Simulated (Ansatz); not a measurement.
BFH₄Si (`FB[SiH3]`), 7 atoms. Charge 0, multiplicity 1. All runs use 2 threads of a server CPU on a shared host. Correlated methods freeze the cores. Open-shell runs search over several starts.

(1) How many basis functions does each run have, and how long does it take in Ansatz? RKS PBE0-D4/def2-TZVP frequencies; RHF-CCSD(T)/def2-SVP energy; UKS r2SCAN-D4/def2-TZVPP energy of the cation; RKS PBE0-D4/def2-TZVP relaxation (5 steps); RKS ωB97M-V/def2-SVP energy; RKS ωB97X-V/def2-TZVPP energy; UKS PBE0-D4/def2-TZVPP energy of the cation; RKS B3LYP-D4/def2-TZVPP energy and forces; UKS PBE-D4/def2-TZVPP energy of the cation; UHF-CCSD(T)/def2-TZVPP energy of the cation; UKS ωB97X-V/def2-TZVPP energy of the cation; UKS B2PLYP (frozen core)/def2-TZVPP energy of the cation. (Best estimate.)

Answers

(1) Computed: Other jobs shared the machine, so times are rough.

| level | job | functions | wall time | peak host memory (GiB) |
| --- | --- | --- | --- | --- |
| RHF-CCSD(T)/def2-SVP | energy | 66 | 1.1 s | 0.17 |
| RKS B3LYP-D4/def2-TZVPP | energy and forces | 160 | 1.9 s | 0.28 |
| RKS ωB97M-V/def2-SVP | energy | 66 | 1.9 s | 0.18 |
| UKS PBE-D4/def2-TZVPP | energy of the cation | 160 | 2.6 s | 0.22 |
| UKS PBE0-D4/def2-TZVPP | energy of the cation | 160 | 3.2 s | 0.34 |
| RKS ωB97X-V/def2-TZVPP | energy | 160 | 3.4 s | 0.35 |
| UKS B2PLYP (frozen core)/def2-TZVPP | energy of the cation | 160 | 4.6 s | 0.33 |
| UKS r2SCAN-D4/def2-TZVPP | energy of the cation | 160 | 6.5 s | 0.34 |
| RKS PBE0-D4/def2-TZVP | relaxation (5 steps) | 123 | 7.5 s | 0.21 |
| UKS ωB97X-V/def2-TZVPP | energy of the cation | 160 | 8 s | 0.47 |
| RKS PBE0-D4/def2-TZVP | frequencies | 123 | 35 s | 0.21 |
| UHF-CCSD(T)/def2-TZVPP | energy of the cation | 160 | 51 s | 2.8 |

B3LYP here is the variant with VWN-RPA as its local correlation; programs differ in this.
